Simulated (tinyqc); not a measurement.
Worked calculation: Hueckel theory of the pi electrons, for the molecule C1=CC=C1 (SMILES; centres numbered as the heavy atoms are written). One step of it, computed by the program tinyqc.

Question. Energy, charges, bond orders. E = sum n x; q_r = z_r - P_rr; bond order p = P_rs; free valence = sqrt(3) - sum of p over the bonds of the atom.

x values: 2.000000  0.000000  0.000000  -2.000000

occupations: 2.000000  1.000000  1.000000  0.000000

charge and bond-order matrix P, lower triangle:
```
          1C        2C        3C        4C
1C  1.000000
2C  0.500000  1.000000
3C  0.000000  0.500000  1.000000
4C  0.500000  0.000000  0.500000  1.000000
```

Centres:

| centre | z_r, pi electrons of the neutral centre | h |
|---|---|---|
| 1C | 1 | 0.000000 |
| 2C | 1 | 0.000000 |
| 3C | 1 | 0.000000 |
| 4C | 1 | 0.000000 |

Bonds:

| i | j | k |
|---|---|---|
| 1 | 2 | 1 |
| 2 | 3 | 1 |
| 3 | 4 | 1 |
| 4 | 1 | 1 |

Give: pi energy = 4 alpha + this times beta; pi charges; Bond orders and lengths from R = 1.517 - 0.180 p; free valence of the carbons; gap between the highest filled and the next level.

Answer.

pi energy = 4 alpha + this times beta = 4.0000

pi charges: 1C 0.0000, 2C 0.0000, 3C 0.0000, 4C 0.0000

Bond orders and lengths from R = 1.517 - 0.180 p (angstrom, C-C alone):

| bond | p | R |
|---|---|---|
| 1-2 | 0.5000 | 1.4270 |
| 2-3 | 0.5000 | 1.4270 |
| 3-4 | 0.5000 | 1.4270 |
| 4-1 | 0.5000 | 1.4270 |

free valence of the carbons: 1C 0.7321, 2C 0.7321, 3C 0.7321, 4C 0.7321

gap between the highest filled and the next level = 2.0000 |beta|
